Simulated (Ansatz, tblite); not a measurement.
# The cluster CaTe₂: one state, many levels

One table from this session's results is given with a row withheld; the runs are named, their logs left out.

Computed with Ansatz 0.2.0, Gaussian basis. Level: as each input shows.

Plan: GFN1-xTB, GFN2-xTB, PBE-D4/def2-TZVP, r2SCAN-D4/def2-TZVP, PBE-QIDH/def2-TZVP, B2PLYP/def2-TZVP, LC-ωPBE/def2-TZVP, r2SCAN0-D4/def2-TZVP, BLYP-D4/def2-TZVP, PBE+5HF/def2-TZVP, PBE+10HF/def2-TZVP, PBE+15HF/def2-TZVP, PBE+35HF/def2-TZVP, PBE+50HF/def2-TZVP, PBE-D4/def2-SVP, PBE0-D4/def2-SVP, PBE0-D4/def2-TZVPD, PBE-D4/def2-TZVPD, r2SCAN-D4/def2-TZVPD, CCSD(T)/def2-TZVPP, MP2/def2-TZVP, RPA/def2-TZVP.

6 further runs of the same task are left out: 6 set aside as unsound or not needed.

## The geometry

The geometry is that of the singlet, from an earlier relaxation (r2SCAN-D4/def2-TZVP). At that level it is the lowest of the isomers that a small search found.

3 atoms, charge 0, spin multiplicity 1.

Bond lengths: Ca1–Te2 2.817 Å, Ca1–Te3 2.817 Å, Te2–Te3 2.836 Å. Angles: Te2–Ca1–Te3 60.5°, Ca1–Te2–Te3 59.8°, Ca1–Te3–Te2 59.8°.

Te takes a core potential in the def2 sets. No spin-orbit coupling is included.

PBE0-D4/def2-TZVP was run before; its log isn't repeated, and its numbers join the tables.

The first run:

Tight binding, by tblite at 300 K electronic temperature and without a spin-polarisation term:

```python
tblite.interface.Calculator('GFN1-xTB', numbers, positions, charge=0, uhf=0).singlepoint()
```

Tight binding, by tblite at 300 K electronic temperature and without a spin-polarisation term:

```python
tblite.interface.Calculator('GFN2-xTB', numbers, positions, charge=0, uhf=0).singlepoint()
```

start.molden holds the orbitals of an earlier run on this state, given as this run's starting guess.

The input, in.yaml:

```yaml
crystal:
  periodic: [false, false, false]
  atoms:
    - {symbol: Ca, position_ang: [1.231423, 0.943126, 0.475588]}
    - {symbol: Te, position_ang: [-0.497809, 0.039049, -1.555631]}
    - {symbol: Te, position_ang: [-0.733613, -0.982175, 1.080043]}
basis:
  gaussian: {orbitals: def2-TZVP, initial_orbitals: start.molden}
hamiltonian: {xc: pbe, dispersion: d4}
scf: {omitted_lower_state_checks: [starts]}
output: {orbitals: {seedname: orbitals}}
```

The run is started by

```console
ansatz run in.yaml --threads 4 --pin off --events-out ev --progress --plain --max-ram 3916MiB
```

Steps of the session up to this table: PBE-D4/def2-TZVP; r2SCAN-D4/def2-TZVP; PBE-QIDH/def2-TZVP; B2PLYP/def2-TZVP; LC-ωPBE/def2-TZVP; r2SCAN0-D4/def2-TZVP; BLYP-D4/def2-TZVP; PBE+5HF/def2-TZVP; PBE+10HF/def2-TZVP; PBE+15HF/def2-TZVP; PBE+35HF/def2-TZVP; PBE+50HF/def2-TZVP; PBE-D4/def2-SVP; PBE0-D4/def2-SVP; PBE0-D4/def2-TZVPD; PBE-D4/def2-TZVPD; r2SCAN-D4/def2-TZVPD; CCSD(T)/def2-TZVPP; MP2/def2-TZVP; RPA/def2-TZVP.

One of the session's tables, all rows but one given; the rest of the session is left out.

It belongs to the step «Levels side by side». 

```
               level  HOMO (eV)  LUMO (eV)  gap (eV)
     PBE-D4/def2-SVP      -3.66      -2.87      0.79
    PBE-D4/def2-TZVP      -3.78      -2.95      0.83
   PBE-D4/def2-TZVPD      -3.81      -2.97      0.84
   BLYP-D4/def2-TZVP      -3.63      -2.98      0.65
 r2SCAN-D4/def2-TZVP      -3.89      -2.50      1.39
r2SCAN-D4/def2-TZVPD      -3.91      -2.51      1.40
    PBE0-D4/def2-SVP      -4.50      -2.43      2.07
   PBE0-D4/def2-TZVP      -4.58      -2.51      2.07
  PBE0-D4/def2-TZVPD      -4.60      -2.52      2.09
r2SCAN0-D4/def2-TZVP      -4.67      -2.23      2.43
   LC-ωPBE/def2-TZVP      -6.76      -1.16      5.59
   PBE+5HF/def2-TZVP      -3.94      -2.86      1.07
  PBE+10HF/def2-TZVP          ?          ?         ?
  PBE+15HF/def2-TZVP      -4.26      -2.69      1.57
  PBE+35HF/def2-TZVP      -4.92      -2.33      2.58
  PBE+50HF/def2-TZVP      -5.43      -2.07      3.36
```

Q: Estimate the row for PBE+10HF/def2-TZVP from the others.

As computed: HOMO (eV): -4.09; LUMO (eV): -2.78; gap (eV): 1.32. In the column «HOMO (eV)» it lies between PBE+15HF/def2-TZVP (-4.26) and PBE+5HF/def2-TZVP (-3.94).
